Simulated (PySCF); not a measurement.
C4H8O2.
Bonds: C1–C2, C2–C3, C2–C4, C4–O5 (double), C4–O6. Hydrogens: H7, H8, H9 on C1; H10 on C2; H11, H12, H13 on C3; H14 on O6.

Structure optimised with GFN2-xTB, isolated species.

(1) List the bond lengths, angles and torsions at this level.

Answers

(1) 
```csv
bond,length (Å)
"C1–C2, C2–C3",1.529
C2–C4,1.513
C4=O5,1.201
C4–O6,1.341
C1–H7 and 5 like bonds,1.087
C2–H10,1.093
O6–H14,0.971
```

Bonds in one row agree within 0.01 Å and their mean is given. A selection of angles:
```csv
angle,degrees
C2–C1–H7,110.3
C2–C1–H8,110.6
H7–C1–H8,108.7
H8–C1–H9,108.3
C1–C2–C3,111.2
C1–C2–C4,110.3
C1–C2–H10,110.8
C3–C2–C4,107.4
C3–C2–H10,109.1
C4–C2–H10,108.0
C2–C4–O5,126.0
C2–C4–O6,111.7
O5–C4–O6,122.3
C4–O6–H14,110.5
```

Dihedral angles: C1–C2–C4–O5 34° (synclinal); H14–O6–C4–C2 -178° (antiperiplanar). The mirror-image conformer, all signs reversed, is as good.

The 2 C–O bonds span 1.201 Å (C4=O5, drawn double) to 1.341 Å (C4–O6, drawn single), a spread of 0.140 Å. Of the pairs four or more bonds apart, O5···H9 is among the closest relative to their van der Waals radii: 2.63 Å, 97 % of the sum of Bondi's values.

Point group: C1 (no symmetry element, even within 0.4 Å). Stationary, but not proved a minimum. One conformer, not necessarily the lowest (C1–C2–C4–O5 34°, C2–C4–O6–H -178°).

The numbers are calculated, not measured.
